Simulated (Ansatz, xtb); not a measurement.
**Two isomers of CH5NSi**

We compare I, `C=N[SiH3]`, a singlet, with II, `CN[SiH]`, a singlet. Both are isolated molecules in the gas phase, relaxed with BLYP-D3(BJ)/def2-SVP; the shapes shown needn't be the lowest conformers.

I (Å):

```xyz
8

C    -0.2139   -2.6694    1.0744
N     0.5551   -1.9811    1.8229
Si    1.0074   -0.2893    1.5434
H    -0.4456   -3.7309    1.3265
H    -0.7058   -2.2925    0.1387
H     0.3858    0.2989    0.2983
H     2.4994   -0.2307    1.4324
H     0.5730    0.5001    2.7393
```

II (Å):

```xyz
8

C    -0.3575   -1.9513    1.1120
N     0.6379   -0.9053    1.3530
Si    2.3296   -1.1584    1.7013
H    -0.8131   -1.8653    0.1009
H    -1.1829   -1.9180    1.8569
H     0.1280   -2.9454    1.1844
H     0.2399    0.0392    1.2979
H     2.6253    0.3618    1.8095
```

Quicker runs give these differences E(II) − E(I): GFN2-xTB +14.1 kcal/mol; HF/STO-3G −4.0 kcal/mol (at GFN2-xTB geometries); r2SCAN-D4/def2-SVP −2.7 kcal/mol (at GFN2-xTB geometries).

Q: Which of the two would you expect CCSD(T)/def2-TZVP electronic energies to favour?

A: Structure I; the calculation gives E(II) − E(I) = +3.7 kcal/mol.

The same difference at several levels:

```
               level              geometry  E(II) − E(I) (kcal/mol)  departure from the last row (kcal/mol)  job, with rough time for the two
            GFN2-xTB              GFN2-xTB                     +14.1                                   +10.4              optimisation, 0.11 s
           HF/STO-3G              GFN2-xTB                      −4.0                                    −7.8              single point, 0.24 s
  r2SCAN-D4/def2-SVP              GFN2-xTB                      −2.7                                    −6.4               single point, 3.5 s
BLYP-D3(BJ)/def2-SVP  BLYP-D3(BJ)/def2-SVP                      +1.0                                    −2.8                optimisation, 28 s
        HF/def2-TZVP  BLYP-D3(BJ)/def2-SVP                      +9.4                                    +5.7           part of the CCSD(T) run
       MP2/def2-TZVP  BLYP-D3(BJ)/def2-SVP                      +4.8                                    +1.0           part of the CCSD(T) run
   CCSD(T)/def2-TZVP  BLYP-D3(BJ)/def2-SVP                      +3.7                                                        single point, 29 s
```

As drawn, II has 1 C–N, 1 C–H, 1 N–H in place of 1 C=N, 2 Si–H.

HF/STO-3G, r2SCAN-D4/def2-SVP put the two in the other order. The largest departure from CCSD(T)/def2-TZVP is that of GFN2-xTB, 10.4 kcal/mol.

With harmonic frequencies from BLYP-D3(BJ)/def2-SVP (ideal gas, rigid rotor, one conformer each, 298.15 K, 1 atm): on the last row, ΔE + ΔZPE = +7.9, ΔH = +7.7, ΔG = +8.0 kcal/mol.

The correlated steps freeze 7 core orbitals. Programs: Ansatz 0.2.0, xtb 6.7.1; the last row on 1 thread of Arm Neoverse V1 on a shared host.
